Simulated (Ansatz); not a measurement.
Cost and result for the atomization energy of `C=C(S)CC` (13 atoms, 12 bonds).

```
atom   x (Å)   y (Å)   z (Å)
  C1  -1.218  -0.039  -1.604
  C2  -0.795   0.226  -0.370
  S3  -1.965   0.232   0.951
  C4   0.647   0.439  -0.021
  C5   1.244  -0.672   0.835
  H6  -2.266  -0.178  -1.837
  H7  -0.505  -0.132  -2.415
  H8  -1.289   1.062   1.761
  H9   1.208   0.533  -0.954
 H10   0.747   1.398   0.502
 H11   2.293  -0.464   1.054
 H12   1.186  -1.631   0.316
 H13   0.712  -0.774   1.783
```

Charge 0, multiplicity 1. All single points use the PBE0-D4/def2-TZVP geometry. It is one conformer, not always the lowest. Program: Ansatz. All runs use 4 threads of an Arm Neoverse V1 on a shared host. Times are those of one run each, without the atoms' runs, and a repeat can differ threefold. Electronic energies, without spin–orbit coupling; frozen cores. CCSD(T)/CBS adds CCSD(T) − MP2 in def2-TZVPP to the MP2 limit, and its time is that of the two runs behind it. T1 = 0.011. B3LYP takes the VWN-RPA correlation (the form of Gaussian; ORCA's B3LYP/G). HSE06 is the plane-wave form, built on full-range PBE exchange.

CCSD(T)/CBS is a level of theory with its own doubt, some kJ/mol a heavy atom from the limit and from the frozen cores, so smaller differences don't rank the functionals.

| level | functions | wall time | atomization (kcal/mol) | difference from CCSD(T)/CBS | per bond |
| --- | --- | --- | --- | --- | --- |
| LDA (SPW92)/def2-TZVPP | 278 | 1.4 s | 1387.5 | 172.6 | 14.4 |
| PBE0-D4/def2-TZVPP | 278 | 3.9 s | 1225.9 | 11.0 | 0.9 |
| BHLYP-D4/def2-TZVPP | 278 | 4 s | 1185.8 | -29.1 | -2.4 |
| HSE06-D4/def2-TZVPP | 278 | 4.2 s | 1226.7 | 11.8 | 1.0 |
| B3LYP-D4/def2-TZVPP (with forces) | 278 | 6.5 s | 1216.8 | 1.9 | 0.2 |
| r2SCANh-D4/def2-TZVPP | 278 | 7 s | 1214.4 | -0.5 | 0.0 |
| B2PLYP/def2-TZVPP | 278 | 8 s | 1203.4 | -11.5 | -1.0 |
| CCSD(T)/def2-SVP | 114 | 8 s | 1163.8 | -51.1 | -4.3 |
| B97M-V/def2-TZVPP | 278 | 13 s | 1220.8 | 5.9 | 0.5 |
| ωB97M-V/def2-TZVPP (with forces) | 278 | 15 s | 1220.0 | 5.1 | 0.4 |
| MP2/def2-QZVPP | 538 | 31 s | 1218.1 | 3.2 | 0.3 |
| CCSD(T)/def2-TZVPP | 278 | 4.1 min | 1187.1 | -27.8 | -2.3 |
| CCSD(T)/CBS(def2) | – | 4.6 min | 1214.9 | 0.0 | 0.0 |

At CCSD(T), def2-SVP lies −51.1 kcal/mol from the extrapolated value and def2-TZVPP −27.8 kcal/mol: correlation converges slowly with the basis, and small sets miss more of it in the bonded molecule than in its fragments. The D4 term adds +10.7 kcal/mol with B3LYP and +5.6 kcal/mol with PBE0; it sums over pairs of atoms, weighted by their polarisabilities, and B3LYP, whose exchange is more repulsive, gets the larger term. From BLYP to BHLYP (50 % exact exchange), in def2-TZVPP and without D4, the atomization energy moves by −19.8 kcal/mol: exact exchange takes away binding that semilocal exchange gives to molecules.
